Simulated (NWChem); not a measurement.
# butadiene (C₄H₆); SMILES C=CC=C

```xyz
10

C     -0.1193     1.8469     0.0000
C      0.3964     0.6098     0.0000
C     -0.3964    -0.6098     0.0000
C      0.1193    -1.8469     0.0000
H     -1.2017     2.0112     0.0000
H      0.5189     2.7336     0.0000
H      1.4860     0.4825     0.0000
H     -1.4860    -0.4825     0.0000
H     -0.5189    -2.7336     0.0000
H      1.2017    -2.0112     0.0000
```
Atoms are numbered in this order, from 1.

Level: PBE0/def2-SVP (NWChem), optimised geometry, unscaled harmonic frequencies. 

| frequency (cm⁻¹) | IR intensity (km/mol) |
|---|---|
| 177 | 0.5 |
| 294 | 2.5 |
| 514 | 0.0 |
| 539 | 11.0 |
| 784 | 0.0 |
| 905 | 0.0 |
| 939 | 82.7 |
| 939 | 0.0 |
| 987 | 3.2 |
| 1005 | 0.0 |
| 1060 | 27.9 |
| 1227 | 0.0 |
| 1297 | 2.3 |
| 1301 | 0.0 |
| 1393 | 7.4 |
| 1450 | 0.0 |
| 1681 | 14.7 |
| 1747 | 0.0 |
| 3159 | 0.0 |
| 3163 | 11.2 |
| 3171 | 0.0 |
| 3176 | 10.3 |
| 3269 | 0.0 |
| 3269 | 10.4 |

```yaml
zero_point_energy: 53.5 kcal/mol
thermal correction to the enthalpy at 298.15 K (with zero-point energy): 57.0 kcal/mol
heat capacity Cv: 15.8 cal/(mol K)
entropy at 298.15 K and 1 atm (symmetry number 2): 66.1 cal/(mol K)
dipole_moment: 0.00 D
```

Rigid rotor and harmonic oscillator.
